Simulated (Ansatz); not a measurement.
# C₂H₆FN: a ladder of functionals and wavefunction methods

One table from this session's results is given with a row withheld; the runs are named, their logs left out.

Program: Ansatz 0.2.0, Gaussian basis. Level of theory: functionals in def2-TZVPP, the program's frozen cores in correlated methods. These are calculated values, not measurements.

Levels to be run: LDA (SPW92), PBE-D4, revPBE-D4, BLYP-D4, r2SCAN-D4, B97M-V, PBE0-D4, B3LYP-D4, r2SCANh-D4, r2SCAN0-D4, HSE06-D4, BHLYP-D4, CAM-B3LYP-D4, LC-ωPBE, ωB97X-V, ωB97M-V, B2PLYP, PBE-QIDH; CCSD(T)/def2-SVP; CCSD(T)/def2-TZVPP; MP2/def2-QZVPP; extrapolation to the limit; RPA on PBE.

### The relaxed structure

The geometry comes from an earlier relaxation with PBE0-D4 in a triple-zeta def2 set; it is a stationary point, not always the lowest conformer.

SMILES `CC(N)F`, 10 atoms, charge 0, spin multiplicity 1.

Atoms are counted from 1 here; the program's logs count them from 0.

Bond lengths: C1–C2 1.506 Å, C1–H5 1.093 Å, C1–H6 1.090 Å, C1–H7 1.090 Å, C2–N3 1.409 Å, C2–F4 1.415 Å, C2–H8 1.094 Å, N3–H9 1.012 Å, N3–H10 1.011 Å. Angles: C2–C1–H5 110.0°, C2–C1–H6 110.1°, C2–C1–H7 110.3°, H5–C1–H6 108.8°, H5–C1–H7 108.4°, H6–C1–H7 109.2°, C1–C2–N3 112.2°, C1–C2–F4 107.3°, C1–C2–H8 111.6°, N3–C2–F4 111.9°, N3–C2–H8 108.9°, F4–C2–H8 104.7°, C2–N3–H9 111.8°, C2–N3–H10 112.2°, H9–N3–H10 109.3°.

Set-up of the first run:

Input file in.yaml:

```yaml
crystal:
  periodic: [false, false, false]
  atoms:
    - {symbol: C, position_ang: [-0.978821, 0.425454, -0.400511]}
    - {symbol: C, position_ang: [0.083754, -0.517293, 0.098358]}
    - {symbol: N, position_ang: [1.102802, 0.154548, 0.801894]}
    - {symbol: F, position_ang: [0.588802, -1.214520, -1.025049]}
    - {symbol: H, position_ang: [-0.531167, 1.187075, -1.044289]}
    - {symbol: H, position_ang: [-1.467148, 0.919099, 0.440292]}
    - {symbol: H, position_ang: [-1.724627, -0.118460, -0.979889]}
    - {symbol: H, position_ang: [-0.338383, -1.295276, 0.741385]}
    - {symbol: H, position_ang: [1.526061, 0.885130, 0.244195]}
    - {symbol: H, position_ang: [1.821927, -0.476856, 1.126512]}
basis:
  gaussian: {orbitals: def2-TZVPP}
hamiltonian: {xc: lda}
output: {orbitals: {seedname: orbitals}}
```

On the command line:

```
ansatz run in.yaml --threads 2 --pin off --events-out ev --progress --plain --max-ram 4352MiB
```

Among the steps run: LDA; PBE-D4 (GGA); revPBE-D4 (GGA); BLYP-D4 (GGA); r2SCAN-D4 (meta-GGA); B97M-V (meta-GGA); PBE0-D4 (hybrid); B3LYP-D4 (hybrid); r2SCANh-D4 (hybrid); r2SCAN0-D4 (hybrid); HSE06-D4 (hybrid); BHLYP-D4 (hybrid); CAM-B3LYP-D4 (range-separated); LC-ωPBE (range-separated); ωB97X-V (range-separated); ωB97M-V (range-separated); B2PLYP (double hybrid); PBE-QIDH (double hybrid).

One table of the session follows, with a row left open; its other results are not shown here.

| functional | HOMO (eV) | LUMO (eV) | gap (eV) |
| --- | --- | --- | --- |
| LDA (SPW92) | ? | ? | ? |
| PBE-D4 | -6.25 | 0.38 | 6.63 |
| revPBE-D4 | -6.18 | 0.43 | 6.61 |
| BLYP-D4 | -6.15 | 0.32 | 6.47 |
| r2SCAN-D4 | -6.59 | 1.22 | 7.81 |
| B97M-V | -6.75 | 0.59 | 7.33 |
| PBE0-D4 | -7.83 | 1.20 | 9.02 |
| B3LYP-D4 | -7.58 | 0.82 | 8.39 |
| r2SCANh-D4 | -7.18 | 1.45 | 8.63 |
| r2SCAN0-D4 | -8.07 | 1.77 | 9.84 |
| HSE06-D4 | -7.42 | 0.83 | 8.25 |
| BHLYP-D4 | -9.35 | 1.75 | 11.10 |
| CAM-B3LYP-D4 | -9.33 | 1.91 | 11.24 |
| LC-ωPBE | -10.73 | 3.25 | 13.98 |
| ωB97X-V | -10.36 | 3.05 | 13.41 |
| ωB97M-V | -10.28 | 2.57 | 12.85 |

Q: Estimate the row for LDA (SPW92) from the others.

As computed: HOMO (eV): -6.42; LUMO (eV): 0.27; gap (eV): 6.68. In the column «HOMO (eV)» it lies between r2SCAN-D4 (-6.59) and PBE-D4 (-6.25).
